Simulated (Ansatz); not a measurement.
A short molecular-dynamics run on `FC1C=CO1`.

```yaml
crystal:
  periodic: [false, false, false]
  atoms:
    - {symbol: F, position_ang: [-1.098635, 1.250323, 1.084610]}
    - {symbol: C, position_ang: [-0.237976, 0.812095, 0.148909]}
    - {symbol: C, position_ang: [0.628668, -0.374662, 0.456520]}
    - {symbol: C, position_ang: [-0.009378, -0.971883, -0.547053]}
    - {symbol: O, position_ang: [-0.914947, 0.020527, -0.865070]}
    - {symbol: H, position_ang: [0.239090, 1.673807, -0.324395]}
    - {symbol: H, position_ang: [1.452777, -0.581436, 1.115212]}
    - {symbol: H, position_ang: [0.032600, -1.885970, -1.124433]}
basis:
  gaussian: {orbitals: "6-31G*"}
hamiltonian: {xc: {name: PBE}}
md: {timestep: 0.5 fs, n_steps: 50, ensemble: nve, temperature: 500, initial_velocities: maxwell_boltzmann, seed: 156}
```

```sh
$ ansatz run in.yaml --threads 2 --pin off --events-out ev --progress --plain --max-ram 4352MiB
```

```csv
step,time (fs),potential energy (eV),kinetic (eV),T (K),conserved (eV)
0,0.0,-7912.6721,0.3878,500,-7912.2843
1,0.5,-7912.6591,0.3751,484,-7912.2840
2,1.0,-7912.6374,0.3538,456,-7912.2836
3,1.5,-7912.6141,0.3309,427,-7912.2832
4,2.0,-7912.5955,0.3125,403,-7912.2830
5,2.5,-7912.5845,0.3014,389,-7912.2831
6,3.0,-7912.5795,0.2961,382,-7912.2834
7,3.5,-7912.5757,0.2920,376,-7912.2837
8,4.0,-7912.5676,0.2837,366,-7912.2840
9,4.5,-7912.5518,0.2678,345,-7912.2840
10,5.0,-7912.5280,0.2443,315,-7912.2837
11,5.5,-7912.4993,0.2159,278,-7912.2834
12,6.0,-7912.4707,0.1876,242,-7912.2831
13,6.5,-7912.4473,0.1645,212,-7912.2828
14,7.0,-7912.4335,0.1508,194,-7912.2827
15,7.5,-7912.4312,0.1485,191,-7912.2827
16,8.0,-7912.4402,0.1573,203,-7912.2829
17,8.5,-7912.4575,0.1744,225,-7912.2832
18,9.0,-7912.4788,0.1952,252,-7912.2835
19,9.5,-7912.4986,0.2148,277,-7912.2838
20,10.0,-7912.5125,0.2285,295,-7912.2840
21,10.5,-7912.5181,0.2342,302,-7912.2839
22,11.0,-7912.5162,0.2325,300,-7912.2837
23,11.5,-7912.5103,0.2270,293,-7912.2834
24,12.0,-7912.5056,0.2226,287,-7912.2831
25,12.5,-7912.5065,0.2235,288,-7912.2830
26,13.0,-7912.5143,0.2311,298,-7912.2831
27,13.5,-7912.5265,0.2430,313,-7912.2835
28,14.0,-7912.5381,0.2542,328,-7912.2838
29,14.5,-7912.5433,0.2592,334,-7912.2841
30,15.0,-7912.5385,0.2544,328,-7912.2841
31,15.5,-7912.5232,0.2392,308,-7912.2839
32,16.0,-7912.5000,0.2163,279,-7912.2836
33,16.5,-7912.4737,0.1904,246,-7912.2833
34,17.0,-7912.4498,0.1668,215,-7912.2830
35,17.5,-7912.4327,0.1499,193,-7912.2828
36,18.0,-7912.4249,0.1421,183,-7912.2828
37,18.5,-7912.4264,0.1434,185,-7912.2830
38,19.0,-7912.4347,0.1515,195,-7912.2833
39,19.5,-7912.4460,0.1625,209,-7912.2835
40,20.0,-7912.4556,0.1718,222,-7912.2838
41,20.5,-7912.4599,0.1760,227,-7912.2839
42,21.0,-7912.4572,0.1734,224,-7912.2838
43,21.5,-7912.4488,0.1652,213,-7912.2836
44,22.0,-7912.4384,0.1551,200,-7912.2833
45,22.5,-7912.4306,0.1476,190,-7912.2830
46,23.0,-7912.4294,0.1464,189,-7912.2829
47,23.5,-7912.4360,0.1530,197,-7912.2831
48,24.0,-7912.4489,0.1656,214,-7912.2833
49,24.5,-7912.4640,0.1803,233,-7912.2836
50,25.0,-7912.4762,0.1924,248,-7912.2839
```

Velocities are drawn at the set temperature; a run this short doesn't reach equilibrium.

Frames (Å, forces in eV/Å):

```xyz
8
time=0.0 fs
F    -1.099    1.250    1.085   -0.501    0.318    0.568
C    -0.238    0.812    0.149    0.360    0.037    0.195
C     0.629   -0.375    0.457    0.565    0.198    0.672
C    -0.009   -0.972   -0.547   -0.028   -0.538   -0.310
O    -0.915    0.021   -0.865   -0.894    0.095   -0.903
H     0.239    1.674   -0.324    0.195    0.291   -0.221
H     1.453   -0.581    1.115    0.324   -0.068    0.248
H     0.033   -1.886   -1.124   -0.022   -0.332   -0.249
8
time=1.0 fs
F    -1.097    1.252    1.092   -0.397    0.224    0.264
C    -0.239    0.814    0.140    0.014   -0.460    0.933
C     0.625   -0.370    0.464   -0.072   -0.041   -0.207
C    -0.009   -0.970   -0.552    0.228   -0.173    0.405
O    -0.913    0.013   -0.871   -1.016    0.512   -0.910
H     0.247    1.665   -0.297    0.392    0.803   -0.640
H     1.445   -0.584    1.099    0.784   -0.128    0.652
H     0.010   -1.881   -1.113    0.066   -0.738   -0.498
8
time=2.0 fs
F    -1.095    1.253    1.100   -0.292    0.134   -0.034
C    -0.240    0.816    0.132   -0.189   -0.663    1.463
C     0.620   -0.366    0.472   -0.404   -0.324   -0.813
C    -0.007   -0.968   -0.557    0.456   -0.092    0.897
O    -0.911    0.005   -0.877   -1.104    0.909   -0.889
H     0.259    1.665   -0.276    0.439    1.023   -0.872
H     1.446   -0.587    1.090    0.956   -0.119    0.814
H    -0.013   -1.882   -1.105    0.139   -0.868   -0.565
8
time=3.0 fs
F    -1.094    1.255    1.108   -0.190    0.050   -0.316
C    -0.241    0.817    0.125   -0.158   -0.432    1.720
C     0.616   -0.361    0.479   -0.289   -0.663   -1.035
C    -0.006   -0.966   -0.561    0.611   -0.374    1.094
O    -0.910   -0.002   -0.884   -1.156    1.258   -0.838
H     0.275    1.673   -0.263    0.248    0.815   -0.869
H     1.454   -0.591    1.088    0.719   -0.008    0.663
H    -0.034   -1.892   -1.103    0.215   -0.646   -0.419
8
time=4.0 fs
F    -1.092    1.257    1.115   -0.091   -0.024   -0.574
C    -0.242    0.817    0.119    0.050    0.107    1.767
C     0.611   -0.358    0.485    0.152   -1.014   -0.973
C    -0.004   -0.965   -0.565    0.666   -0.881    1.065
O    -0.910   -0.008   -0.891   -1.159    1.532   -0.750
H     0.293    1.690   -0.258   -0.118    0.295   -0.703
H     1.470   -0.596    1.092    0.195    0.172    0.309
H    -0.053   -1.908   -1.105    0.306   -0.188   -0.142
8
time=5.0 fs
F    -1.091    1.259    1.122    0.001   -0.084   -0.802
C    -0.243    0.818    0.115    0.294    0.679    1.710
C     0.607   -0.355    0.490    0.655   -1.302   -0.826
C    -0.002   -0.964   -0.567    0.624   -1.373    0.947
O    -0.910   -0.014   -0.898   -1.098    1.714   -0.622
H     0.310    1.709   -0.260   -0.511   -0.282   -0.486
H     1.488   -0.598    1.099   -0.370    0.350   -0.064
H    -0.069   -1.926   -1.108    0.404    0.298    0.143
8
time=6.0 fs
F    -1.089    1.260    1.129    0.085   -0.128   -0.993
C    -0.243    0.819    0.112    0.460    1.071    1.624
C     0.603   -0.353    0.495    1.011   -1.468   -0.746
C     0.001   -0.964   -0.569    0.506   -1.662    0.843
O    -0.911   -0.018   -0.906   -0.963    1.794   -0.452
H     0.322    1.725   -0.266   -0.809   -0.723   -0.295
H     1.502   -0.598    1.105   -0.783    0.467   -0.327
H    -0.081   -1.940   -1.110    0.493    0.650    0.345
8
time=7.0 fs
F    -1.088    1.262    1.135    0.157   -0.155   -1.143
C    -0.244    0.822    0.110    0.503    1.191    1.537
C     0.599   -0.352    0.499    1.118   -1.492   -0.799
C     0.004   -0.966   -0.570    0.336   -1.662    0.807
O    -0.913   -0.021   -0.915   -0.757    1.777   -0.242
H     0.326    1.735   -0.276   -0.958   -0.946   -0.160
H     1.508   -0.593    1.109   -0.955    0.499   -0.426
H    -0.088   -1.949   -1.109    0.556    0.788    0.425
8
time=8.0 fs
F    -1.087    1.264    1.141    0.216   -0.165   -1.252
C    -0.244    0.825    0.110    0.414    1.022    1.467
C     0.597   -0.353    0.502    0.953   -1.374   -0.998
C     0.008   -0.969   -0.571    0.139   -1.359    0.855
O    -0.915   -0.023   -0.923   -0.495    1.673   -0.002
H     0.321    1.736   -0.287   -0.949   -0.933   -0.094
H     1.506   -0.583    1.108   -0.862    0.444   -0.351
H    -0.091   -1.950   -1.104    0.583    0.691    0.375
8
time=9.0 fs
F    -1.085    1.265    1.146    0.262   -0.159   -1.321
C    -0.244    0.829    0.111    0.197    0.580    1.428
C     0.595   -0.354    0.505    0.542   -1.129   -1.321
C     0.012   -0.973   -0.570   -0.065   -0.793    0.977
O    -0.917   -0.024   -0.932   -0.201    1.497    0.254
H     0.308    1.728   -0.299   -0.784   -0.686   -0.104
H     1.496   -0.569    1.105   -0.521    0.315   -0.117
H    -0.087   -1.945   -1.095    0.570    0.375    0.204
8
time=10.0 fs
F    -1.083    1.266    1.151    0.296   -0.142   -1.355
C    -0.243    0.833    0.113   -0.132   -0.084    1.431
C     0.594   -0.357    0.507   -0.025   -0.789   -1.696
C     0.015   -0.978   -0.569   -0.268   -0.061    1.129
O    -0.920   -0.025   -0.940    0.096    1.265    0.509
H     0.287    1.713   -0.312   -0.484   -0.233   -0.195
H     1.480   -0.552    1.100   -0.007    0.141    0.229
H    -0.078   -1.937   -1.084    0.525   -0.096   -0.052
8
time=11.0 fs
F    -1.081    1.268    1.154    0.316   -0.118   -1.356
C    -0.243    0.837    0.116   -0.513   -0.846    1.458
C     0.593   -0.360    0.507   -0.552   -0.404   -1.983
C     0.019   -0.982   -0.567   -0.475    0.653    1.219
O    -0.922   -0.024   -0.948    0.366    0.992    0.747
H     0.261    1.697   -0.326   -0.114    0.329   -0.341
H     1.465   -0.534    1.097    0.508   -0.031    0.574
H    -0.065   -1.929   -1.074    0.464   -0.576   -0.317
8
time=12.0 fs
F    -1.079    1.269    1.158    0.320   -0.092   -1.327
C    -0.243    0.841    0.121   -0.829   -1.480    1.427
C     0.592   -0.363    0.505   -0.779   -0.028   -1.993
C     0.022   -0.986   -0.564   -0.702    1.107    1.119
O    -0.925   -0.023   -0.955    0.591    0.696    0.957
H     0.234    1.683   -0.345    0.209    0.802   -0.458
H     1.454   -0.516    1.100    0.781   -0.151    0.754
H    -0.046   -1.926   -1.067    0.410   -0.854   -0.480
8
time=13.0 fs
F    -1.077    1.270    1.160    0.303   -0.069   -1.266
C    -0.244    0.844    0.126   -0.953   -1.744    1.214
C     0.589   -0.367    0.502   -0.548    0.315   -1.600
C     0.024   -0.990   -0.561   -0.948    1.125    0.742
O    -0.926   -0.022   -0.962    0.757    0.394    1.133
H     0.209    1.677   -0.367    0.361    0.960   -0.420
H     1.451   -0.499    1.110    0.660   -0.203    0.656
H    -0.024   -1.932   -1.064    0.367   -0.779   -0.459
8
time=14.0 fs
F    -1.075    1.271    1.162    0.263   -0.051   -1.175
C    -0.245    0.845    0.132   -0.858   -1.557    0.755
C     0.587   -0.370    0.498    0.051    0.638   -0.867
C     0.026   -0.992   -0.556   -1.182    0.736    0.120
O    -0.928   -0.020   -0.969    0.867    0.102    1.274
H     0.188    1.680   -0.393    0.318    0.726   -0.160
H     1.454   -0.485    1.126    0.224   -0.216    0.321
H     0.002   -1.945   -1.066    0.317   -0.378   -0.268
8
time=15.0 fs
F    -1.072    1.272    1.163    0.198   -0.039   -1.055
C    -0.247    0.845    0.139   -0.628   -1.081    0.123
C     0.584   -0.373    0.493    0.752    0.949   -0.006
C     0.027   -0.994   -0.552   -1.360    0.159   -0.595
O    -0.929   -0.018   -0.974    0.926   -0.165    1.382
H     0.169    1.690   -0.421    0.169    0.246    0.252
H     1.458   -0.472    1.145   -0.293   -0.228   -0.096
H     0.030   -1.961   -1.070    0.237    0.159   -0.005
8
time=16.0 fs
F    -1.070    1.274    1.163    0.107   -0.028   -0.910
C    -0.250    0.844    0.147   -0.379   -0.565   -0.528
C     0.582   -0.375    0.488    1.304    1.229    0.751
C     0.026   -0.996   -0.548   -1.445   -0.359   -1.222
O    -0.929   -0.016   -0.979    0.945   -0.400    1.458
H     0.152    1.702   -0.446    0.031   -0.251    0.670
H     1.461   -0.461    1.163   -0.685   -0.254   -0.439
H     0.061   -1.976   -1.074    0.123    0.627    0.220
8
time=17.0 fs
F    -1.067    1.275    1.164   -0.008   -0.016   -0.745
C    -0.253    0.842    0.153   -0.172   -0.181   -1.072
C     0.581   -0.376    0.484    1.564    1.438    1.236
C     0.025   -0.998   -0.545   -1.418   -0.645   -1.620
O    -0.929   -0.015   -0.983    0.930   -0.599    1.503
H     0.136    1.712   -0.465   -0.033   -0.606    0.977
H     1.456   -0.453    1.177   -0.849   -0.292   -0.619
H     0.094   -1.985   -1.076   -0.013    0.902    0.340
8
time=18.0 fs
F    -1.064    1.276    1.163   -0.143   -0.001   -0.566
C    -0.256    0.840    0.159   -0.022    0.002   -1.445
C     0.581   -0.375    0.481    1.475    1.540    1.359
C     0.022   -1.000   -0.543   -1.277   -0.620   -1.712
O    -0.928   -0.014   -0.985    0.884   -0.760    1.518
H     0.119    1.716   -0.475   -0.010   -0.760    1.115
H     1.444   -0.448    1.185   -0.759   -0.337   -0.598
H     0.126   -1.986   -1.075   -0.148    0.936    0.326
8
time=19.0 fs
F    -1.062    1.277    1.163   -0.295    0.016   -0.378
C    -0.259    0.839    0.164    0.070   -0.028   -1.621
C     0.583   -0.374    0.478    1.051    1.523    1.107
C     0.019   -1.003   -0.543   -1.042   -0.278   -1.488
O    -0.927   -0.013   -0.987    0.811   -0.882    1.503
H     0.102    1.713   -0.474    0.094   -0.698    1.068
H     1.425   -0.446    1.188   -0.431   -0.383   -0.370
H     0.156   -1.978   -1.071   -0.258    0.731    0.179
8
time=20.0 fs
F    -1.059    1.278    1.162   -0.455    0.031   -0.192
C    -0.262    0.837    0.167    0.101   -0.261   -1.591
C     0.585   -0.371    0.477    0.380    1.397    0.554
C     0.014   -1.007   -0.543   -0.751    0.315   -1.008
O    -0.925   -0.013   -0.988    0.712   -0.959    1.458
H     0.086    1.703   -0.463    0.269   -0.423    0.833
H     1.401   -0.448    1.187    0.068   -0.428    0.025
H     0.184   -1.962   -1.065   -0.323    0.327   -0.079
8
time=21.0 fs
F    -1.057    1.279    1.161   -0.615    0.041   -0.019
C    -0.265    0.835    0.169    0.070   -0.659   -1.370
C     0.588   -0.368    0.476   -0.339    1.187   -0.110
C     0.009   -1.010   -0.545   -0.442    1.007   -0.398
O    -0.923   -0.013   -0.989    0.586   -0.981    1.385
H     0.073    1.690   -0.444    0.498    0.034    0.436
H     1.378   -0.454    1.187    0.580   -0.463    0.462
H     0.210   -1.944   -1.061   -0.339   -0.166   -0.387
8
time=22.0 fs
F    -1.055    1.280    1.160   -0.762    0.041    0.130
C    -0.268    0.833    0.170    0.001   -1.104   -1.038
C     0.590   -0.363    0.475   -0.826    0.902   -0.601
C     0.004   -1.012   -0.547   -0.128    1.569    0.170
O    -0.920   -0.014   -0.988    0.433   -0.938    1.286
H     0.064    1.677   -0.421    0.739    0.569   -0.037
H     1.361   -0.464    1.190    0.876   -0.467    0.732
H     0.231   -1.928   -1.059   -0.333   -0.572   -0.642
8
time=23.0 fs
F    -1.054    1.281    1.160   -0.888    0.026    0.243
C    -0.271    0.830    0.171   -0.041   -1.373   -0.749
C     0.592   -0.358    0.473   -0.882    0.537   -0.696
C    -0.002   -1.013   -0.549    0.215    1.784    0.533
O    -0.917   -0.016   -0.987    0.251   -0.823    1.167
H     0.063    1.669   -0.398    0.909    0.967   -0.426
H     1.352   -0.479    1.201    0.793   -0.410    0.664
H     0.250   -1.916   -1.064   -0.358   -0.708   -0.735
8
time=24.0 fs
F    -1.053    1.283    1.159   -0.984   -0.003    0.308
C    -0.274    0.825    0.170    0.028   -1.228   -0.654
C     0.593   -0.352    0.471   -0.545    0.089   -0.399
C    -0.007   -1.012   -0.550    0.605    1.582    0.627
O    -0.914   -0.018   -0.984    0.044   -0.641    1.032
H     0.070    1.670   -0.380    0.912    0.999   -0.571
H     1.350   -0.497    1.218    0.389   -0.275    0.279
H     0.265   -1.911   -1.076   -0.449   -0.522   -0.622
8
time=25.0 fs
F    -1.052    1.284    1.159   -1.042   -0.046    0.319
C    -0.277    0.820    0.169    0.236   -0.628   -0.766
C     0.593   -0.346    0.469   -0.040   -0.408    0.085
C    -0.012   -1.010   -0.551    1.016    1.088    0.513
O    -0.911   -0.020   -0.982   -0.184   -0.405    0.888
H     0.085    1.680   -0.366    0.719    0.613   -0.454
H     1.352   -0.518    1.237   -0.117   -0.086   -0.226
H     0.276   -1.911   -1.093   -0.587   -0.128   -0.359
```

It took 63 s on 2 threads of an Arm Neoverse V1 on a shared host, with 0.14 GiB of host memory at the peak.
